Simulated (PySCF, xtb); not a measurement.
H3Si, SMILES [SiH3], multiplicity 2.

The structure is a stationary point at B3LYP-D3(BJ)/def2-TZVPD. The isomer is the one that the SMILES or the coordinates give; other isomers of the formula were not compared.

These are IEF-PCM-B3LYP/def2-TZVPD run with PySCF 2.14.0 values and carry that method's errors.

The values are the electrostatic part of the solvation free energy, E(continuum) − E(gas) at the gas-phase geometry, in a cavity of scaled van der Waals radii (PySCF's table); cavitation and dispersion terms are not included. The dipole moment in vacuum is 0.06 D.

Task: Estimate the values in water (ε = 78.36), cyclohexanone (ε = 15.62), tetrahydrofuran (ε = 7.43). (The exact figures need the calculation; the answer reports its results.)

Result: 
```csv
solvent,ε,ΔG(elec) (kcal/mol),dipole (D)
water,78.36,-0.1,0.06
cyclohexanone,15.62,-0.1,0.06
tetrahydrofuran,7.43,-0.1,0.06
```

For comparison, GFN2-xTB/ALPB(water) (xtb, at the GFN2-xTB geometry, all terms of that model) gives 2.4 kcal/mol.
